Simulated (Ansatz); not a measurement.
A nudged elastic band was laid between two geometries of CH₅BO (8 atoms, charge 0, multiplicity 1).

These are results of Ansatz 0.2.0, RKS r2SCANh/6-31G*, not measurements.

| Item | Value |
| --- | --- |
| movable images | 9 |
| climbing image | yes |
| spring | 5.0 eV/Å² |
| optimiser | quadratic models (default) |
| start path | through a guess of the saddle point |
| force threshold | 0.05 eV/Å |
| iteration limit | 60 |
| end points | relaxed |

Initial state:

```xyz
8
Properties=species:S:1:pos:R:3
B 0.231 0.124 0.027
O 0.503 -0.341 1.273
H -0.278 -0.738 1.681
H 1.164 0.630 -0.535
C -1.184 0.019 -0.650
H -1.955 -0.472 -0.042
H -1.550 1.019 -0.915
H -1.108 -0.523 -1.602
```

Final state:

```xyz
8
Properties=species:S:1:pos:R:3
B 0.166 -0.349 -0.884
O 0.535 0.356 1.431
H 0.426 -0.482 1.902
H 1.206 0.134 0.747
C -1.346 -0.043 -0.983
H -1.909 -0.714 -0.318
H -1.536 0.986 -0.650
H -1.719 -0.169 -2.008
```

Problem. What changes between the two ends?

Solution. Bonds broken: B1–O2, B1–H4. Bonds formed: O2–H4. CH5BO becomes CH3B + H2O.

Problem. What energy profile does the band end with?

Solution. The run converged. The highest image is number 8 of 0 to 10, 119.5 kcal/mol above the first end and 2.8 kcal/mol above the last; the last end lies 116.7 kcal/mol above the first. The profile has 2 maxima (images 3, 8) with wells between them (image 5): this band takes more than one step, which may be the mechanism or a detour left from its start path. Neighbouring images differ by up to 2.5 eV, so the band resolves the path poorly. A vibrational analysis at the climbing image gives one clearly imaginary mode, 787i cm⁻¹: a first-order saddle point. The orbitals stay closed-shell, which can raise the energy where a bond breaks towards radicals; this wasn't checked here.

```tsv
image	path coordinate (Å)	energy (kcal/mol)	B1–O2 (Å)	B1–H4 (Å)	O2–H4 (Å)
0	0.00	0.0	1.36	1.20	2.16
1	0.45	0.2	1.36	1.20	2.15
2	0.91	4.1	1.36	1.20	2.12
3	1.37	15.0	1.37	1.21	2.19
4	1.84	7.9	1.36	1.21	2.27
5	2.31	7.4	1.37	1.21	2.17
6	2.78	29.4	1.40	1.19	1.94
7	3.25	87.0	1.60	1.22	1.52
8	3.72	119.5	1.92	1.48	1.10
9	4.07	117.3	2.24	1.82	1.00
10	4.41	116.7	2.45	1.99	0.98
```

Problem. What is the geometry of the highest image?

Solution. 
```xyz
8
Properties=species:S:1:pos:R:3
B 0.241 -0.122 -0.622
O 0.437 0.289 1.243
H 0.225 -0.537 1.714
H 1.200 0.001 0.497
C -1.282 -0.013 -0.871
H -1.839 -0.687 -0.205
H -1.594 1.009 -0.613
H -1.565 -0.223 -1.907
```

Time of the run: 7.8 min on 1 thread of Arm Neoverse V2, on a shared host, peak memory 0.12 GiB.
